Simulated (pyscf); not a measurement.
Optimised with ωB97X-D3(BJ)/def2-SVP in PySCF.

**Question.** Estimate the classical barrier height and the reaction energy of `[F][MoH]([F])([F])([F])[F]` + `[OH2]` → `[FH]` + `[OH][MoH]([F])([F])([F])[F]` at ωB97M-D3(BJ)/def2-TZVP. The step runs on the singlet surface, breaks F–Mo, H–O and forms F–H, Mo–O; take the separated reactants as zero.

**Answer.** ΔE‡ = 9.4 kcal/mol, ΔE = +0.5 kcal/mol. Zero-point energy shifts the barrier by +0.3 kcal/mol. It is a four-centre exchange, with an imaginary mode of 591i cm⁻¹. On the reactant side the descent ends in an adduct with a Mo–O contact, 11.9 kcal/mol under the separated species and 21.7 kcal/mol under the saddle at ωB97X-D3(BJ)/def2-TZVP. On the product side the descent ends in a complex (not fully relaxed), 4.8 kcal/mol under the separated species and 14.5 kcal/mol under the saddle at ωB97X-D3(BJ)/def2-TZVP. What is counted as formed (Mo–O) is already present as a longer contact in the reactant adduct; forming that adduct is a step of its own. This is the saddle that the search found; another between the same sides may lie lower. Elements past Kr carry the def2 core potentials, without spin-orbit coupling.
